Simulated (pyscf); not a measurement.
PySCF, gas phase, ωB97X-D3(BJ)/def2-SVP geometries.

Q: Estimate the classical barrier height and the reaction energy of H₂O (SMILES O) + HO–B(OH)–F (SMILES OB(O)F) → HO–B(OH)–OH (SMILES OB(O)O) + HF (SMILES F) at HF/def2-TZVP. The step runs on the singlet surface, breaks H–O, B–F and forms B–O, F–H; take the separated reactants as zero.

A: ΔE‡ = 39.9 kcal/mol, ΔE = +5.1 kcal/mol. CCSD(T)/def2-TZVPP + ΔMP2(QZVPP) gives 25.7 kcal/mol and +3.6 kcal/mol. Zero-point energy shifts the barrier by 0.0 kcal/mol. It is a four-centre exchange, with an imaginary mode of 988i cm⁻¹. On the reactant side the descent ends in a complex, 4.4 kcal/mol under the separated species and 27.7 kcal/mol under the saddle at ωB97X-D3(BJ)/def2-TZVP. On the product side the descent ends in a bound adduct, 10.3 kcal/mol under the separated species and 29.7 kcal/mol under the saddle at ωB97X-D3(BJ)/def2-TZVP. The reactants may also form a dative adduct at HO–B(OH)–F; it and routes through it were not searched. At ωB97X-D3(BJ) the barrier from the zero used here is 23.3 kcal/mol. This is the saddle that the search found; another between the same sides may lie lower. The CCSD(T) − MP2 part came from Ansatz, without density fitting, on the same reference.
